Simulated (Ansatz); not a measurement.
## SrNi₂As₂: experiment and calculation

**Measured values to compare with.**

From “Non-Fermi-liquid behaviors associated with a magnetic quantum-critical point in Sr(Co1-xNix)2As2 single crystals”, 2019, arxiv:1907.08238, for a bulk crystal of SrNi2As2 at 300 K: lattice constant a 4.1483 ± 0.0011 Å.

From “Superconductivity in SrNi2As2 Single Crystals”, 2008, arxiv:0808.1694, for a bulk crystal of SrNi2As2 at 124 K: lattice constant c 10.188 ± 0.004 Å.

The runs below are set against these values where they give the same quantity.

All numbers below come from DFT PBEsol, scalar-relativistic, plane waves, PAW (Ansatz 0.2.0).

Cutoff 420 eV; k points 12×12×12 on the computed 5-atom cell (Γ-centred); Gaussian smearing, width 0.10 eV; no spin polarisation.

Relaxed structure, symmetry kept:

```
CELL_PARAMETERS angstrom
-2.05585 2.05585 5.06508
2.05585 -2.05585 5.06508
2.05585 2.05585 -5.06508
ATOMIC_POSITIONS crystal
Sr 0.00000 0.00000 0.00000
Ni 0.75000 0.25000 0.50000
Ni 0.25000 0.75000 0.50000
As 0.63798 0.63798 0.00000
As 0.36202 0.36202 0.00000
```

- Space group: I4/mmm (No. 139)
- Volume per atom: 115.6 bohr³
- Formation energy from the elements' standard states (uncorrected): -0.704 eV/atom
- Kohn–Sham band gap: none (metal)
- Density of states at the Fermi level: 2.47 states/eV per cell
- Löwdin character within 0.5 eV of the Fermi level: Ni 3d 51 %, As 4p 33 %, unprojected 10 %
- Bulk modulus: 70 GPa
- Its pressure derivative: 8.8
- Bader charges (e): Sr (1 in the cell) 1.30, Ni (2 in the cell) -0.10, As (2 in the cell) -0.55

A ferromagnetic start lost its moments in a first run, so spin was left out; other magnetic orders weren't tried.

Measured lattice constant a of SrNi2As2: 4.1483 Å (300 K; the paper above). This calculation gives 4.112 Å (-0.9 %). 2 values of this kind are on record (4.1374 to 4.1483 Å); this one was drawn at random, those with a stated uncertainty first. Against the measured lattice constant c of SrNi2As2, 10.188 Å (124 K; the paper above), the calculated 10.130 Å is off by -0.6 %. 2 values of this kind are on record (10.188 to 10.231 Å); this one was drawn at random, those with a stated uncertainty first. The calculation is for 0 K without zero-point motion.

Cost: 9 runs of about 27 core-minutes in all, on Intel Xeon 6975P-C (Granite Rapids) (shared hosts).